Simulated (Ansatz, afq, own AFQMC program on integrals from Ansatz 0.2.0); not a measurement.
CH₂, triplet in cc-pVDZ, levels against full CI

```xyz
3

C     0.0000   -0.0596    0.0000
H     0.0000    0.3549   -0.9962
H     0.0000    0.3549    0.9962
```

Basis cc-pVDZ. Only valence electrons are correlated. AFQMC by an in-house program on the Cholesky factors that Ansatz 0.2.0 writes for its CCSD(T) run. The CISD trial takes its coefficients from CCSD amplitudes. Released means that phaseless walkers are propagated on without the constraint, phases kept. ± is one standard error of the sampling.

Determinant: UHF, the one that the program's search chose, which needn't be the lowest solution. The geometry is a point of a scan.

Full CI on the same integrals is exact in this basis and with this determinant's frozen core.

Cautions: lower spins were not checked; the released energies are still falling, so no released level is given (meV from the phaseless value at times in 1/Eh: -2 ± 3 at 0.24, 1.0 ± 2.2 at 0.50, -3.4 ± 2.4 at 1.00, -7.1 ± 2.0 at 1.50); the ph-AFQMC/HF walk drifts between its halves (2.5 errors).

The T1 diagnostic is 0.0089. The weight of the determinant in the CISD state is 0.952, the ⟨S²⟩ of the determinant is 2.016 and the size of the correlated space is 6 electrons in 23 orbitals.

Reference: full CI, correlation energy -3.134 eV.

```json
{"level": "HF", "E − E(reference) (kJ/mol)": "302.4", "share of correlation (%)": "0.00"}
{"level": "MP2", "E − E(reference) (kJ/mol)": "58.7", "share of correlation (%)": "80.60"}
{"level": "CCSD", "E − E(reference) (kJ/mol)": "5.7", "share of correlation (%)": "98.10"}
{"level": "CCSD(T)", "E − E(reference) (kJ/mol)": "1.2", "share of correlation (%)": "99.60"}
{"level": "CCSDT", "E − E(reference) (kJ/mol)": "0.2", "share of correlation (%)": "99.93"}
{"level": "CCSDT(Q)", "E − E(reference) (kJ/mol)": "0.0", "share of correlation (%)": "99.99"}
{"level": "ph-AFQMC/HF", "E − E(reference) (kJ/mol)": "-1.2 ± 2.1", "share of correlation (%)": "100.39"}
{"level": "ph-AFQMC/CISD", "E − E(reference) (kJ/mol)": "0.1 ± 0.3", "share of correlation (%)": "99.96"}
```

CCSDT and higher add their correlation energy to the determinant of the CCSD(T) run, since their own runs factorise the integrals more tightly (a shift of under 2 meV). A walk keeps the symmetry of its determinant, which the program's search chose and which needn't be the lowest solution, so a lower state of the same spin and another symmetry isn't excluded.
